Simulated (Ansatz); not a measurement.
## Loss of CH4: C4H7 → C3H3 + CH4

Species: C4H7 (cyclobutyl radical) `[CH]1CCC1`, doublet; C3H3 (propargyl radical) `[CH]=C=C`, doublet; CH4 (methane) `C`, singlet. 

Shapes, held fixed at every level: PBE0-D4/def2-TZVP. Programs: Ansatz 0.2.0. The zero-point and thermal change to 298 K, harmonic and unscaled (PBE0-D4/def2-TZVP), is -17.0 kJ/mol.

```tsv
level	kind	ΔH(298 K) (kJ/mol)	CPU time (sum over the molecules)
PBE-D4/def2-TZVPP	GGA	+64.1	13 s
r2SCAN-D4/def2-TZVPP	meta-GGA	+55.1	26 s
BHLYP-D4/def2-TZVPP	global hybrid	+52.3	18 s
PBE0-D4/def2-TZVPP	global hybrid	+83.7	16 s
r2SCAN0-D4/def2-TZVPP	global hybrid	+72.6	27 s
wB97M-V/def2-TZVPP	range-separated hybrid	+61.1	48 s
B2PLYP/def2-TZVPP	double hybrid	+34.6	25 s
```

B2PLYP/def2-TZVPP gives ΔH(298 K) = +34.6 kJ/mol; the levels span +34.6 to +83.7. The median of the levels is +61.1. No measured value is set beside it here. Spin contamination: C3H3 (⟨S²⟩ up to 0.96). Open shells run unrestricted unless RO is named. Times are processor times on shared x86 and Arm servers, and rough.
